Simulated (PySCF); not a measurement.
Compound: C₃H₃FO₂.
Structure used (PBE0-D3(BJ)/def2-TZVP), in Å, numbered top down from 1:
```
atom  x, y, z in Å
O1     1.085   -1.264   -0.567
C2     0.900   -0.189   -0.055
O3     1.905    0.597    0.368
C4    -0.404    0.435    0.193
C5    -1.498   -0.216   -0.173
F6    -2.708    0.282    0.013
H7     2.724    0.122    0.171
H8    -0.452    1.408    0.664
H9    -1.495   -1.192   -0.647
```

All values: wB97X-D/pcSseg-2 (PySCF, non-relativistic), on one gas-phase PBE0-D3(BJ)/def2-TZVP geometry that isn't relaxed in the solvent. The solvent is an IEF-PCM continuum (van der Waals radii × 1.2). Only the electrostatic response of the medium enters.

Gas phase at wB97X-D/pcSseg-2: HOMO -10.17 eV, LUMO 0.32 eV, dipole 0.96 D.

Q: What does the continuum do to the energy, the frontier levels and the dipole at wB97X-D/pcSseg-2 in chloroform?

A: 
| solvent | ε | E(solvent) − E(gas) (kJ/mol) | polarisation term (kJ/mol) | distortion of the solute (kJ/mol) | HOMO (eV) | LUMO (eV) | dipole (D) |
| --- | --- | --- | --- | --- | --- | --- | --- |
| chloroform | 4.711 | -20.55 | -22.09 | 1.54 | -10.06 | 0.43 | 1.18 |

The polarisation term is half the interaction of the solute with the surface charges that it induces; the rest is the cost of distorting the solute's density. The sum is the electrostatic part of solvation alone.

Q: Give the dipole vector in the frame of the coordinates (D, pointing from negative to positive charge), gas and chloroform.

A: Gas (0.38, 0.79, 0.40), solvent (0.43, 0.99, 0.49). Its length changes by +23 % and its direction by 2°.

wB97X-D is run here without its empirical dispersion term; that term would change no orbital, density or response property at a fixed geometry.
